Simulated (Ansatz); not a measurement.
**IrF2: from a trial structure to a relaxed crystal**

All numbers below come from DFT PBE, scalar-relativistic, plane waves, PAW in Ansatz. Cutoff 420 eV, Γ-centred k mesh, Gaussian smearing, no spin polarisation in the final step.

The start puts IrF2 on the rutile structure type (P4_2/mnm, No. 136), with Ir in place of Ti, F in place of O, at a guessed volume.

```yaml
crystal:
  lattice:
    - [4.85341, 0.00000, 0.00000]
    - [0.00000, 4.85341, 0.00000]
    - [0.00000, 0.00000, 3.12609]
  atoms:
    - { symbol: Ir, position: [0.00000, 0.00000, 0.00000] }
    - { symbol: Ir, position: [0.50000, 0.50000, 0.50000] }
    - { symbol: F, position: [0.30600, 0.30600, 0.00000] }
    - { symbol: F, position: [0.19400, 0.80600, 0.50000] }
    - { symbol: F, position: [0.69400, 0.69400, 0.00000] }
    - { symbol: F, position: [0.80600, 0.19400, 0.50000] }
```

Cell and atoms relax at zero pressure; the relaxation can't lower the symmetry of the start. After a coarse first stage the cell is made exact in the group found at 0.06 Å.

Formation energies are uncorrected and refer to the elements' standard structures at the same level (F₂ as a molecule).

Problem. What does it relax into?

Solution. It keeps P4_2/mnm (No. 136). The result has the rutile structure. Conventional cell: a = 4.709 Å, c = 3.673 Å. Around Ir lie 2 F at 2.09 Å and 4 F at 2.22 Å; F has 1 Ir at 2.09 Å, 2 Ir at 2.22 Å and 1 F at 2.49 Å.

```
Ir F
1.0
     4.70857    0.00000    0.00000
     0.00000    4.70857    0.00000
     0.00000    0.00000    3.67303
Ir F
2 4
Direct
  0.00000 0.00000 0.00000
  0.50000 0.50000 0.50000
  0.31333 0.31333 0.00000
  0.18667 0.81333 0.50000
  0.68667 0.68667 0.00000
  0.81333 0.18667 0.50000
```

Problem. What are its volume, energy, density and gap?

Solution. The volume per atom is 13.57 Å³ and the density is 9.39 g/cm³. The energy over the elements is -0.39 eV/atom and the gap on the 8×8×10 mesh is 0 eV (a metal).

The final run used a 8×8×10 mesh on its 6-atom cell and 0.10 eV smearing. The k mesh leaves about 4 meV/atom of noise in metals. Spin–orbit coupling is left out. Symmetry constrained the relaxation, so the result can be a saddle point.

Cost: 3 runs of about 2.6 core-minutes in all, on Intel Xeon 6975P-C (Granite Rapids) (shared hosts).